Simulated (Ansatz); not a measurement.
**Si2H4O (SMILES O[SiH]=[SiH2]): one structure at several levels**

The atoms stand at a frame of a short trajectory. How far do the functionals agree with CCSD(T) there?

The runs use Ansatz 0.2.0, Gaussian basis; single points in def2-TZVPP.

Correlated methods freeze the cores.

1 further run of the same task is left out (it didn't finish).

### 1 Starting geometry

SMILES `O[SiH]=[SiH2]`, 7 atoms, charge 0, spin multiplicity 1.

Atoms are counted from 1 here; the program's logs count them from 0.

Bond lengths: O1–Si2 1.663 Å, O1–H4 0.953 Å, Si2–Si3 2.233 Å, Si2–H5 1.611 Å, Si3–H6 1.555 Å, Si3–H7 1.429 Å. Angles: Si2–O1–H4 121.0°, O1–Si2–Si3 116.7°, O1–Si2–H5 105.5°, Si3–Si2–H5 109.9°, Si2–Si3–H6 108.4°, Si2–Si3–H7 120.7°, H6–Si3–H7 100.7°.

As a file:

```csv
atom,x (Å),y (Å),z (Å)
O1,-1.4616,-0.9842,-0.7297
Si2,-0.4472,0.3257,-0.5857
Si3,1.2689,0.1140,0.8281
H4,-2.3802,-0.9233,-0.4836
H5,-1.3885,1.5499,-0.1272
H6,2.2770,1.2660,0.5537
H7,2.1354,-1.0205,0.7589
```

### 2 PBE-D4/def2-TZVPP

File run/in.yaml:

```yaml
crystal:
  periodic: [false, false, false]
  atoms:
    - {symbol: O, position_ang: [-1.461586, -0.984183, -0.729708]}
    - {symbol: Si, position_ang: [-0.447183, 0.325665, -0.585682]}
    - {symbol: Si, position_ang: [1.268872, 0.114038, 0.828137]}
    - {symbol: H, position_ang: [-2.380245, -0.923279, -0.483622]}
    - {symbol: H, position_ang: [-1.388549, 1.549909, -0.127167]}
    - {symbol: H, position_ang: [2.276990, 1.266004, 0.553739]}
    - {symbol: H, position_ang: [2.135412, -1.020482, 0.758911]}
basis:
  gaussian: {orbitals: def2-TZVPP}
hamiltonian: {xc: pbe, dispersion: d4}
output: {forces: true}
```

The run is started by

```
$ ansatz run in.yaml --threads 2 --pin off --events-out ev --progress --plain --max-ram 3481MiB
```

### 3 r2SCAN-D4/def2-TZVPP

Edit run/in.yaml of step 2 so:

```diff
@@ -12,3 +12,3 @@
   gaussian: {orbitals: def2-TZVPP}
-hamiltonian: {xc: pbe, dispersion: d4}
+hamiltonian: {xc: r2scan, dispersion: d4}
 output: {forces: true}
```

### 4 PBE0-D4/def2-TZVPP

Edit run/in.yaml of step 3 so:

```diff
@@ -12,3 +12,3 @@
   gaussian: {orbitals: def2-TZVPP}
-hamiltonian: {xc: r2scan, dispersion: d4}
-output: {forces: true}
+hamiltonian: {xc: pbe0, dispersion: d4}
+output: {forces: true, orbitals: {seedname: orbitals}}
```

### 5 wB97M-V/def2-TZVPP

Edit run/in.yaml of step 4 so:

```diff
@@ -12,3 +12,3 @@
   gaussian: {orbitals: def2-TZVPP}
-hamiltonian: {xc: pbe0, dispersion: d4}
-output: {forces: true, orbitals: {seedname: orbitals}}
+hamiltonian: {xc: {name: wB97M-V}}
+output: {forces: true}
```

### 6 CCSD(T)/def2-TZVPP

Edit run/in.yaml of step 5 so:

```diff
@@ -12,3 +12,3 @@
   gaussian: {orbitals: def2-TZVPP}
-hamiltonian: {xc: {name: wB97M-V}}
+correlation: {method: ccsd_t}
 output: {forces: true}
```

(Steps that only read results are left out.)

What does the calculation give? Wanted: energy less free atoms, CCSD(T)/def2-TZVPP; RMS force component; RMS force error; HOMO and LUMO, PBE0-D4; T1 diagnostic.

**Answer**, as computed:

```
                                  quantity                                                             value
energy less free atoms, CCSD(T)/def2-TZVPP                                                   -486.7 kcal/mol
                       RMS force component                              0.747 to 0.790 eV/Å over the methods
                           RMS force error  PBE-D4 0.232, r2SCAN-D4 0.106, PBE0-D4 0.122, wB97M-V 0.111 eV/Å
                    HOMO and LUMO, PBE0-D4                                                -6.25 and -2.60 eV
                             T1 diagnostic                                                             0.019
```

In words: Against CCSD(T) the functionals' energies less atoms differ by -18.4 to -6.1 kcal/mol, PBE-D4 by -18.4 kcal/mol. The reference is not at the basis limit: in triple zeta CCSD(T) underbinds, which counts against methods that bind more; the gaps are no ranking. On forces the order runs from r2SCAN-D4 to PBE-D4. Frozen-core CCSD(T) forces in triple zeta carry basis errors of their own, and this is one geometry, so small gaps rank nothing. The restricted Hartree–Fock reference is unstable towards an unrestricted one at one or more of these structures.
